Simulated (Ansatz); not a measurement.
H3Si (SMILES [SiH3]) moved off its minimum; all values from Ansatz (an electronic-structure program), cores frozen in correlated methods. Open shells are unrestricted.
(charge 0, multiplicity 2)
```xyz
4

Si    -0.01799    -0.08726     0.14045
H     -0.54677     1.26940    -0.35807
H      1.33549    -0.09075    -0.47043
H     -0.84411    -1.12287    -0.33373
```

```
level                    largest force (eV/Å)  on atom  rms difference from CCSD(T)/aug-cc-pV(T+d)Z (eV/Å)  dipole (D)
-----------------------  --------------------  -------  --------------------------------------------------  ----------
HF/def2-TZVPP                            2.65      Si1                                               0.087        0.47
PBE/def2-TZVPP                           2.41      Si1                                               0.144        0.34
r2SCAN/def2-TZVPP                        2.47      Si1                                               0.029        0.39
B3LYP/def2-TZVPP                         2.46      Si1                                               0.016        0.41
wB97M-V/def2-TZVPP                       2.49      Si1                                               0.040        0.48
MP2/aug-cc-pV(T+d)Z                      2.56      Si1                                               0.069        0.40
CCSD(T)/aug-cc-pV(T+d)Z                  2.48      Si1                                               0.000        0.37
```

The differences count from one level among others, with limits of its own. Forces at CCSD(T)/aug-cc-pV(T+d)Z (eV/Å):

```csv
atom,Fx,Fy,Fz
Si1,0.770,2.345,-0.250
H2,0.009,-0.719,0.522
H3,0.094,-0.370,0.185
H4,-0.873,-1.255,-0.457
```
